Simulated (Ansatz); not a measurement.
**BPH₂ (quintet): one geometry, many settings**

What do other methods and options give for BPH₂ (quintet) at this geometry, and how long do they take?

Method: the settings change from run to run; program: Ansatz 0.2.0, Gaussian basis.

28 further runs of the same task are left out: 3 for a known fault of the program, 13 that didn't finish, 12 set aside as unsound or not needed.

## 1. The geometry

The geometry is a PBE0/def2-TZVP stationary point (not a proven minimum) of the parent state, kept for this charge and spin.

4 atoms, charge 0, spin multiplicity 5.

Atoms are counted from 1 here; the program's logs count them from 0.

Bond lengths: B1–P2 1.888 Å, B1–H3 1.197 Å, B1–H4 1.197 Å. Angles: P2–B1–H3 120.5°, P2–B1–H4 120.5°, H3–B1–H4 119.0°.

Geometry (Å):

```csv
atom,x (Å),y (Å),z (Å)
B1,0.0000,0.0000,1.3070
P2,0.0000,0.0000,-0.5808
H3,0.0000,1.0318,1.9144
H4,0.0000,-1.0318,1.9144
```

## 2. HF/6-31G*

Input file in.yaml:

```yaml
crystal:
  periodic: [false, false, false]
  atoms:
    - {symbol: B, position_ang: [0.000000, 0.000000, 1.306995]}
    - {symbol: P, position_ang: [0.000000, 0.000000, -0.580784]}
    - {symbol: H, position_ang: [0.000000, 1.031797, 1.914372]}
    - {symbol: H, position_ang: [0.000000, -1.031797, 1.914372]}
basis:
  gaussian: {orbitals: "6-31G*"}
magnetization: {spin_polarized: false, initial_magnetization: 4}
hamiltonian: {xc: hf}
output: {orbitals: {seedname: orbitals}}
```

Command:

```console
$ ansatz run in.yaml --threads 1 --pin off --events-out ev --progress --plain --max-ram 2393MiB
```

The log of the run:

```text
Functional definition: HF
  name "HF"
  cite "Fock, Z. Phys. 61, 126 (1930) doi:10.1007/BF01340294"
  parent pbe
  exchange = exact_x
  correlation = 0
370 factors; integrals over basis functions are off by at most 8.9e-4 eV
mean field evaluation 1: about -9968.0876 eV, gradient 1.2e1 eV
mean field evaluation 2: about -9968.1303 eV, gradient 1.2e1 eV
mean field evaluation 4: about -9969.3263 eV, gradient 1.9e0 eV
mean field evaluation 8: about -9969.3590 eV, gradient 2.7e-1 eV
mean field -9969.36158336 eV, -366.3672807127 hartree, gradient 4.4e-5 eV, S^2 6.000000; 0 other end points of the search recorded, 0 dependent functions left out
reference -9969.36158336 eV, -366.3672807127 hartree; 13, 9 occupied and 25, 29 virtual orbitals, 370 factors
Total energy: -9969.36158336 eV, -366.3672807127 hartree
```

Wall time 1.2 s (1 thread of Intel Xeon at 2.50GHz, shared host).

## 3. BCCD on UHF/6-31G

Edit in.yaml of step 2 so:

```diff
@@ -8,5 +8,5 @@
 basis:
-  gaussian: {orbitals: "6-31G*"}
-magnetization: {spin_polarized: false, initial_magnetization: 4}
-hamiltonian: {xc: hf}
-output: {orbitals: {seedname: orbitals}}
+  gaussian: {orbitals: 6-31G}
+magnetization: {spin_polarized: true, initial_magnetization: 4}
+correlation: {method: bccd, electrons: outside_noble_gas}
+scf: {omitted_lower_state_checks: [cluster_reference]}
```

Launched as before.

The log of the run (excerpt; [...] marks lines left out):

```text
Functional definition: HF
  name "HF"
  cite "Fock, Z. Phys. 61, 126 (1930) doi:10.1007/BF01340294"
  parent pbe
[...]
330 factors; integrals over basis functions are off by at most 2.6e-4 eV
[...]
mean field -9968.75220582 eV, -366.3448865008 hartree, gradient 2.4e-6 eV, S^2 6.008715; 0 other end points of the search recorded, 0 dependent functions left out
6 core orbitals not correlated: weight in the atoms' cores, before any rotation towards them, 1.000 or more for the frozen orbitals, at most 0.000 for the correlated occupied ones
reference -9968.75220582 eV, -366.3448865008 hartree; 7, 3 occupied and 13, 17 virtual orbitals, 330 factors
second order -1.87170238 eV of doubles, -0.00000000 eV of singles
cycle   1  -2.28591986 eV  change   -4.1e-1 eV  update   5.6e-2
[...]
cycle  10  -2.50073401 eV  change   -2.8e-6 eV  update   8.8e-6
Total energy: -9971.25293983 eV, -366.4367867808 hartree
Checks for a lower state left out: cluster_reference
```

Wall time 3.5 s (1 thread of Intel Xeon at 2.50GHz, shared host).

From the report: ⟨S²⟩ of the determinant 6.009 (pure quintet: 6.00); correlation -2.5007 eV; largest double amplitude 0.04.

## 4. HF/cc-pVDZ

Input file in.yaml:

```yaml
crystal:
  periodic: [false, false, false]
  atoms:
    - {symbol: B, position_ang: [0.000000, 0.000000, 1.306995]}
    - {symbol: P, position_ang: [0.000000, 0.000000, -0.580784]}
    - {symbol: H, position_ang: [0.000000, 1.031797, 1.914372]}
    - {symbol: H, position_ang: [0.000000, -1.031797, 1.914372]}
basis:
  gaussian: {orbitals: cc-pVDZ}
magnetization: {spin_polarized: false, initial_magnetization: 4}
hamiltonian: {xc: hf}
output: {forces: true, orbitals: {seedname: orbitals}}
```

Same command.

The log of the run (excerpt; [...] marks lines left out):

```text
Functional definition: HF
  name "HF"
  cite "Fock, Z. Phys. 61, 126 (1930) doi:10.1007/BF01340294"
  parent pbe
[...]
409 factors; integrals over basis functions are off by at most 8.1e-4 eV
[...]
mean field -9970.05045062 eV, -366.3925961175 hartree, gradient 7.5e-5 eV, S^2 6.000000; 0 other end points of the search recorded, 0 dependent functions left out
[...]
reference -9970.05045062 eV, -366.3925961175 hartree; 13, 9 occupied and 29, 33 virtual orbitals, 409 factors
Total energy: -9970.05045062 eV, -366.3925961175 hartree
Atom 0 at     0.000000     0.000000     1.306995 Å, force    -0.000000     0.000000     4.816978 eV/Å
Atom 1 at     0.000000     0.000000    -0.580784 Å, force     0.000000    -0.000000    -3.070702 eV/Å
Atom 2 at     0.000000     1.031797     1.914372 Å, force    -0.000000     0.437722    -0.873138 eV/Å
Atom 3 at     0.000000    -1.031797     1.914372 Å, force    -0.000000    -0.437722    -0.873138 eV/Å
Dipole moment:    -0.000000     0.000000    -0.744850 e Å
```

Run time: 2.9 s. Hardware: 1 thread of Intel Xeon at 2.50GHz, shared host.

## 5. BCCD on ROHF/6-31G

Edit in.yaml of step 4 so:

```diff
@@ -8,5 +8,6 @@
 basis:
-  gaussian: {orbitals: cc-pVDZ}
+  gaussian: {orbitals: 6-31G}
 magnetization: {spin_polarized: false, initial_magnetization: 4}
-hamiltonian: {xc: hf}
-output: {forces: true, orbitals: {seedname: orbitals}}
+correlation: {method: bccd, electrons: valence}
+scf: {lower_state_search: light}
+output: {forces: true}
```

Same command.

The log of the run (excerpt; [...] marks lines left out):

```text
Functional definition: HF
  name "HF"
  cite "Fock, Z. Phys. 61, 126 (1930) doi:10.1007/BF01340294"
  parent pbe
[...]
330 factors; integrals over basis functions are off by at most 2.6e-4 eV
[...]
mean field -9968.68697657 eV, -366.3424893702 hartree, gradient 4.2e-6 eV, S^2 6.000000; 1 other end points of the search recorded, 0 dependent functions left out
[...]
determinant -9968.68697657 eV, -366.3424893702 hartree, with singles and doubles -9971.25575704 eV, -366.4368903115 hartree
determinant -9966.23748236 eV, -366.2524721185 hartree, with singles and doubles -9968.97098123 eV, -366.3529263491 hartree
6 core orbitals not correlated: weight in the atoms' cores, before any rotation towards them, 1.000 or more for the frozen orbitals, at most 0.000 for the correlated occupied ones
reference -9968.68697657 eV, -366.3424893702 hartree; 7, 3 occupied and 13, 17 virtual orbitals, 330 factors
second order -1.89134412 eV of doubles, -0.03798692 eV of singles
cycle   1  -2.56724738 eV  change    1.5e-3 eV  update   3.4e-3
[...]
cycle   9  -2.56539721 eV  change   -4.0e-7 eV  update   1.1e-6
[...]
Total energy: -9971.25237378 eV, -366.4367659787 hartree
Atom 0 at     0.000000     0.000000     1.306995 Å, force     0.000000    -0.000000     5.003757 eV/Å
Atom 1 at     0.000000     0.000000    -0.580784 Å, force    -0.000000    -0.000000    -3.582296 eV/Å
Atom 2 at     0.000000     1.031797     1.914372 Å, force     0.000000     0.613835    -0.710730 eV/Å
Atom 3 at     0.000000    -1.031797     1.914372 Å, force     0.000000    -0.613835    -0.710730 eV/Å
Dipole moment:    -0.000000     0.000000    -0.722842 e Å
```

Wall time 7.5 s (1 thread of Intel Xeon at 2.50GHz, shared host).

From the report: correlation -2.5654 eV; largest double amplitude 0.04.

## 6. MP2 on UHF/cc-pVDZ

Input file in.yaml:

```yaml
crystal:
  periodic: [false, false, false]
  atoms:
    - {symbol: B, position_ang: [0.000000, 0.000000, 1.306995]}
    - {symbol: P, position_ang: [0.000000, 0.000000, -0.580784]}
    - {symbol: H, position_ang: [0.000000, 1.031797, 1.914372]}
    - {symbol: H, position_ang: [0.000000, -1.031797, 1.914372]}
basis:
  gaussian: {orbitals: cc-pVDZ}
magnetization: {spin_polarized: true, initial_magnetization: 4}
correlation: {method: mp2, electrons: valence}
accuracy: high
```

The command is unchanged.

The log of the run:

```text
Functional definition: HF
  name "HF"
  cite "Fock, Z. Phys. 61, 126 (1930) doi:10.1007/BF01340294"
  parent pbe
  exchange = exact_x
  correlation = 0
893 factors; integrals over basis functions are off by at most 3.4e-9 eV
mean field evaluation 1: about -9968.8501 eV, gradient 1.1e1 eV
mean field evaluation 2: about -9968.9066 eV, gradient 1.1e1 eV
mean field evaluation 4: about -9970.0755 eV, gradient 1.4e0 eV
mean field evaluation 8: about -9970.1305 eV, gradient 1.8e-1 eV
mean field evaluation 16: about -9970.1320 eV, gradient 5.8e-7 eV
mean field -9970.13204097 eV, -366.3955945073 hartree, gradient 2.7e-8 eV, S^2 6.008167; 0 other end points of the search recorded, 0 dependent functions left out
6 core orbitals not correlated: weight in the atoms' cores, before any rotation towards them, 1.000 or more for the frozen orbitals, at most 0.000 for the correlated occupied ones
reference -9970.13204097 eV, -366.3955945073 hartree; 7, 3 occupied and 29, 33 virtual orbitals, 893 factors
second order -4.15310797 eV of doubles, -0.00000000 eV of singles
Total energy: -9974.28514894 eV, -366.5482184102 hartree
```

It took 3.3 s on 1 thread of Intel Xeon at 2.50GHz, shared host.

From the report: ⟨S²⟩ of the determinant 6.008 (pure quintet: 6.00).

## 7. NEVPT2(4,10)/6-31G*

Edit in.yaml of step 6 so:

```diff
@@ -8,5 +8,4 @@
 basis:
-  gaussian: {orbitals: cc-pVDZ}
-magnetization: {spin_polarized: true, initial_magnetization: 4}
-correlation: {method: mp2, electrons: valence}
-accuracy: high
+  gaussian: {orbitals: "6-31G*"}
+magnetization: {spin_polarized: false, initial_magnetization: 4}
+correlation: {method: sc_nevpt2, electrons: outside_noble_gas, active_space: {window: {electrons: 4, orbitals: 10}, states: [{multiplicity: 5, weights: [1, 1, 0.5]}]}}
```

Same command.

The log of the run (excerpt; [...] marks lines left out):

```text
Functional definition: HF
  name "HF"
  cite "Fock, Z. Phys. 61, 126 (1930) doi:10.1007/BF01340294"
  parent pbe
[...]
660 factors; integrals over basis functions are off by at most 2.0e-7 eV
[...]
mean field -9969.36163600 eV, -366.3672826468 hartree, gradient 1.4e-6 eV, S^2 6.000000; 0 other end points of the search recorded, 0 dependent functions left out
reference -9969.36163600 eV, -366.3672826468 hartree; 13, 9 occupied and 25, 29 virtual orbitals, 660 factors
state -9969.49747361 eV, -366.3722745872 hartree
state -9966.33578763 eV, -366.2560847703 hartree
state -9962.78568705 eV, -366.1256209805 hartree
state -9969.49747361 eV, -366.3722745872 hartree; corrected -9973.03643259 eV, -366.5023289306 hartree
state -9966.33578763 eV, -366.2560847703 hartree; corrected -9969.73059104 eV, -366.3808414946 hartree
state -9962.78568705 eV, -366.1256209805 hartree; corrected -9966.16786087 eV, -366.2499135757 hartree
Total energy: -9970.34038162 eV, -366.4032508852 hartree
```

It took 15 s on 1 thread of Intel Xeon at 2.50GHz, shared host.

From the report: 52 determinants; active occupations (of the averaged states) 1.00, 1.00, 0.99, 0.40, 0.40, 0.20, 0.00, 0.00, 0.00, 0.00.

## 8. CCSD on ROHF/cc-pVDZ

Input file in.yaml:

```yaml
crystal:
  periodic: [false, false, false]
  atoms:
    - {symbol: B, position_ang: [0.000000, 0.000000, 1.306995]}
    - {symbol: P, position_ang: [0.000000, 0.000000, -0.580784]}
    - {symbol: H, position_ang: [0.000000, 1.031797, 1.914372]}
    - {symbol: H, position_ang: [0.000000, -1.031797, 1.914372]}
basis:
  gaussian: {orbitals: cc-pVDZ}
magnetization: {spin_polarized: false, initial_magnetization: 4}
correlation: {method: ccsd, electrons: outside_noble_gas}
```

The command is unchanged.

The log of the run (excerpt; [...] marks lines left out):

```text
Functional definition: HF
  name "HF"
  cite "Fock, Z. Phys. 61, 126 (1930) doi:10.1007/BF01340294"
  parent pbe
[...]
409 factors; integrals over basis functions are off by at most 8.1e-4 eV
[...]
mean field -9970.05045062 eV, -366.3925961175 hartree, gradient 1.8e-6 eV, S^2 6.000000; 1 other end points of the search recorded, 0 dependent functions left out
determinant -9970.05045062 eV, -366.3925961175 hartree, with singles and doubles -9975.24222912 eV, -366.5833904580 hartree
determinant -9967.59008659 eV, -366.3021794071 hartree, with singles and doubles -9972.98447187 eV, -366.5004194096 hartree
6 core orbitals not correlated: weight in the atoms' cores, before any rotation towards them, 1.000 or more for the frozen orbitals, at most 0.000 for the correlated occupied ones
reference -9970.05045062 eV, -366.3925961175 hartree; 7, 3 occupied and 29, 33 virtual orbitals, 409 factors
second order -4.19662269 eV of doubles, -0.05153314 eV of singles
cycle   1  -5.19174046 eV  change    3.8e-5 eV  update   5.9e-4
[...]
cycle   7  -5.19166870 eV  change    1.5e-6 eV  update   2.7e-6
Total energy: -9975.24211933 eV, -366.5833864234 hartree
```

Wall time 7 s (1 thread of Intel Xeon at 2.50GHz, shared host).

From the report: correlation -5.1917 eV; T1 0.023; largest double amplitude 0.04.

## 9. CCSD/def2-SVP

Edit in.yaml of step 8 so:

```diff
@@ -8,4 +8,6 @@
 basis:
-  gaussian: {orbitals: cc-pVDZ}
+  gaussian: {orbitals: def2-SVP}
 magnetization: {spin_polarized: false, initial_magnetization: 4}
-correlation: {method: ccsd, electrons: outside_noble_gas}
+hamiltonian: {xc: {name: PBE}, pseudopotentials: {relativity: scalar}}
+correlation: {method: ccsd, electrons: all}
+accuracy: high
```

Launched as before.

The log of the run (excerpt; [...] marks lines left out):

```text
Functional definition: PBE
  name "PBE"
  cite "Perdew, Burke & Ernzerhof, Phys. Rev. Lett. 77, 3865 (1996) doi:10.1103/PhysRevLett.77.3865"
  parent pbe
[...]
845 factors; integrals over basis functions are off by at most 3.5e-9 eV
[...]
mean field -10001.92288994 eV, -367.5638866584 hartree, gradient 7.1e-8 eV, S^2 6.000000; 5 other end points of the search recorded, 0 dependent functions left out
reference -9986.05425766 eV, -366.9807251784 hartree; 13, 9 occupied and 29, 33 virtual orbitals, 845 factors
second order -4.76949990 eV of doubles, -0.39691564 eV of singles
cycle   1  -5.65911988 eV  change   -5.0e-1 eV  update   6.0e-2
[...]
cycle  21  -5.89743360 eV  change  -8.3e-10 eV  update   2.0e-9
Total energy: -9991.95169126 eV, -367.1974518656 hartree
Relativity: scalar
```

It took 35 s on 1 thread of Intel Xeon at 2.50GHz, shared host.

From the report: correlation -5.8974 eV; T1 0.023; largest double amplitude 0.04. The orbitals are Kohn-Sham ones, so correlation energy and T1 don't compare with those on Hartree-Fock orbitals.

## 10. BCCD on UHF/6-31G

Input file in.yaml:

```yaml
crystal:
  periodic: [false, false, false]
  atoms:
    - {symbol: B, position_ang: [0.000000, 0.000000, 1.306995]}
    - {symbol: P, position_ang: [0.000000, 0.000000, -0.580784]}
    - {symbol: H, position_ang: [0.000000, 1.031797, 1.914372]}
    - {symbol: H, position_ang: [0.000000, -1.031797, 1.914372]}
basis:
  gaussian: {orbitals: 6-31G}
magnetization: {spin_polarized: true, initial_magnetization: 4}
correlation: {method: bccd, electrons: outside_noble_gas}
scf: {omitted_lower_state_checks: [cluster_reference]}
output: {forces: true}
```

Launched as before.

The log of the run (excerpt; [...] marks lines left out):

```text
Functional definition: HF
  name "HF"
  cite "Fock, Z. Phys. 61, 126 (1930) doi:10.1007/BF01340294"
  parent pbe
[...]
330 factors; integrals over basis functions are off by at most 2.6e-4 eV
[...]
mean field -9968.75220582 eV, -366.3448865008 hartree, gradient 2.4e-6 eV, S^2 6.008715; 0 other end points of the search recorded, 0 dependent functions left out
6 core orbitals not correlated: weight in the atoms' cores, before any rotation towards them, 1.000 or more for the frozen orbitals, at most 0.000 for the correlated occupied ones
reference -9968.75220582 eV, -366.3448865008 hartree; 7, 3 occupied and 13, 17 virtual orbitals, 330 factors
second order -1.87170238 eV of doubles, -0.00000000 eV of singles
cycle   1  -2.28591986 eV  change   -4.1e-1 eV  update   5.6e-2
[...]
cycle  12  -2.50073673 eV  change   -5.7e-8 eV  update   1.3e-6
[...]
Total energy: -9971.25294255 eV, -366.4367868807 hartree
Atom 0 at     0.000000     0.000000     1.306995 Å, force    -0.000000    -0.000000     5.003754 eV/Å
Atom 1 at     0.000000     0.000000    -0.580784 Å, force     0.000000     0.000000    -3.582127 eV/Å
Atom 2 at     0.000000     1.031797     1.914372 Å, force    -0.000000     0.613790    -0.710813 eV/Å
Atom 3 at     0.000000    -1.031797     1.914372 Å, force    -0.000000    -0.613790    -0.710813 eV/Å
Dipole moment:     0.000000     0.000000    -0.722813 e Å
Checks for a lower state left out: cluster_reference
```

It took 6.5 s on 1 thread of Intel Xeon at 2.50GHz, shared host.

From the report: ⟨S²⟩ of the determinant 6.009 (pure quintet: 6.00); correlation -2.5007 eV; largest double amplitude 0.04.

## 11. All runs side by side

Where basis and cores are those of an earlier UCCSDT(Q)/cc-pVDZ run (-9975.4143 eV), and the state is the same kind, the miss against it is given.

```csv
level,correlated,functions,energy (eV),from UCCSDT(Q) (meV),time
HF/6-31G*,,38,-9969.3616,,1.2 s
BCCD on UHF/6-31G,outside noble gas,26,-9971.2529,,3.5 s
HF/cc-pVDZ,,42,-9970.0505,5363.9,2.9 s
BCCD on ROHF/6-31G,valence,26,-9971.2524,,7.5 s
MP2 on UHF/cc-pVDZ,valence,42,-9974.2851,1129.2,3.3 s
"NEVPT2(4,10)/6-31G* (mean of several states)",outside noble gas,38,-9970.3404,,15 s
CCSD on ROHF/cc-pVDZ,outside noble gas,42,-9975.2421,172.2,7 s
"CCSD/def2-SVP (on PBE orbitals, relativity set)",all,42,-9991.9517,,35 s
BCCD on UHF/6-31G,outside noble gas,26,-9971.2529,,6.5 s
```

## 12. Summary of results

```
quantity                                                  value
    runs                                                      9
quickest                                       HF/6-31G*, 1.2 s
 slowest  CCSD/def2-SVP (on PBE orbitals, relativity set), 35 s
```

What this shows: Total energies in different bases, with other cores or another treatment of relativity can't be set against each other. CCSD/def2-SVP (on PBE orbitals, relativity set) took 30 times as long as HF/6-31G*; the jobs differ in more than the method. Among the correlated runs with a miss given, it spans +172 to +1129 meV. Hartree-Fock, CASSCF and CASCI lack dynamic correlation by design.
